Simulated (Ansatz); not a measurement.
## HAl–AlH, singlet in 6-31G: errors against full CI

Geometry: a point of a stretch scan, not a stationary point.

```xyz
4

Al    0.0000   -0.2869    2.4457
Al    0.0000    0.2869   -2.4457
H     0.0000    1.0105    3.4199
H     0.0000   -1.0105   -3.4199
```

Basis 6-31G; Ansatz 0.2.0. Correlated methods freeze the noble-gas cores, which leaves 8 electrons in 20 orbitals. R marks a restricted (for open shells ROHF) determinant, U an unrestricted one. Active spaces: valence = (8e, 10o) chosen from the atoms' valence shells; pair = (2e, 2o) about the gap.

Full CI is exact within this basis and frozen core; it isn't the basis-set limit. The frozen core follows each run's orbitals, which can shift R against U totals by a few meV.

* UHF ⟨S²⟩: 0.044
* T1 diagnostic (RCCSD): 0.0147
* largest doubles amplitude (RCCSD): 0.057

```json
{"level": "RHF", "E − E(full CI) (meV)": "2516", "share of correlation (%)": "0.00", "wall time": "–"}
{"level": "RMP2", "E − E(full CI) (meV)": "933", "share of correlation (%)": "62.91", "wall time": "–"}
{"level": "CISD", "E − E(full CI) (meV)": "221", "share of correlation (%)": "91.20", "wall time": "0.39 s"}
{"level": "RCCSD", "E − E(full CI) (meV)": "28", "share of correlation (%)": "98.88", "wall time": "–"}
{"level": "RCCSD(T)", "E − E(full CI) (meV)": "11", "share of correlation (%)": "99.57", "wall time": "0.36 s"}
{"level": "BCCD(T)", "E − E(full CI) (meV)": "10", "share of correlation (%)": "99.58", "wall time": "0.27 s"}
{"level": "RCCSDT", "E − E(full CI) (meV)": "4", "share of correlation (%)": "99.86", "wall time": "–"}
{"level": "RCCSDT(Q)", "E − E(full CI) (meV)": "1", "share of correlation (%)": "99.95", "wall time": "0.6 s"}
{"level": "RCCSDTQ", "E − E(full CI) (meV)": "0", "share of correlation (%)": "100.00", "wall time": "4.5 s"}
{"level": "CASSCF (pair space)", "E − E(full CI) (meV)": "2117", "share of correlation (%)": "15.86", "wall time": "–"}
{"level": "NEVPT2 (pair space)", "E − E(full CI) (meV)": "839", "share of correlation (%)": "66.67", "wall time": "0.57 s"}
{"level": "MRCISD (pair space)", "E − E(full CI) (meV)": "161", "share of correlation (%)": "93.60", "wall time": "–"}
{"level": "MRCISD+Q (pair space)", "E − E(full CI) (meV)": "-46", "share of correlation (%)": "101.83", "wall time": "0.84 s"}
{"level": "CASSCF (valence space)", "E − E(full CI) (meV)": "484", "share of correlation (%)": "80.76", "wall time": "–"}
{"level": "NEVPT2 (valence space)", "E − E(full CI) (meV)": "194", "share of correlation (%)": "92.30", "wall time": "9 s (H100)"}
{"level": "MRCISD (valence space)", "E − E(full CI) (meV)": "25", "share of correlation (%)": "99.02", "wall time": "–"}
{"level": "MRCISD+Q (valence space)", "E − E(full CI) (meV)": "17", "share of correlation (%)": "99.32", "wall time": "10 s (H100)"}
```

The correlation energy at full CI, counted from RHF, is -2.516 eV. That run took 8 s on 2 threads of AMD EPYC 7R13 with a shared H100 80 GB, shared host over 5,883,561 determinants.

Run but not shown, since their state, orbitals or frozen core can't be matched to the reference's or they repeat it: UHF.

Times hold each run's SCF and search for its determinant on a shared host, so for small cases they say little of a method's own cost; rows without a card ran on 1 thread of AMD EPYC 7R13. Some runs computed forces too.

More than 5 meV below full CI, which no variational method can be: MRCISD+Q (pair space).

The full-CI state has the irrep Ag of C2h, in the program's axes.

Natural occupations of full CI about the gap: 1.969 1.969 1.901 1.892 0.048 0.046 0.044 0.041 0.031 0.031; effectively unpaired electrons, Σ n²(2−n)², 0.12.
